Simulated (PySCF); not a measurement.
XPS shifts beside NMR shieldings

Ethynyl isothiocyanate, C3HNS.
Geometry (PBE0-D3(BJ)/def2-SVP, Å), atoms numbered from 1 in this order:
```xyz
6
C3HNS angstrom
C     -0.9829    1.6281    0.4999
C     -0.3662    0.6060    0.2678
N      0.2885   -0.4798    0.0192
C      0.8953   -1.4830   -0.2096
S      1.6924   -2.8013   -0.5102
H     -1.5272    2.5301    0.7059
```

Binding energies: delta-SCF UKS SCAN, pcX-2 on the ionised atom, pcseg-1 elsewhere, spin-free X2C (PySCF 2.14.0). Shieldings: GIAO PBE0/pcSseg-1, non-relativistic, same geometry.

| atom | isotropic shielding (ppm) |
| --- | --- |
| C1 | 141.5 |
| C2 | 117.0 |
| C4 | 63.9 |

Q: What are the C 1s binding energies of these atoms?

A: 
```
atom             environment  C 1s (eV)  isotropic shielding (ppm)
  C1  terminal alkyne carbon     290.43                      141.5
  C2           alkyne carbon     292.50                      117.0
  C4   isothiocyanate carbon     293.56                       63.9
```

Q: Among the listed atoms, is the one with the highest binding energy also the least shielded?

A: Yes: C4 has both (293.56 eV, 63.9 ppm).

By binding energy: C1 < C2 < C4. By shielding: C4 < C2 < C1.

Spin contamination (⟨S²⟩ against 0.75 for a pure doublet) is marked for C 1s of C2 (0.87) and C 1s of C4 (0.92), which makes these values less certain. Geometry: PBE0-D3(BJ)/def2-SVP; no solvent, vibrations or thermal averaging.
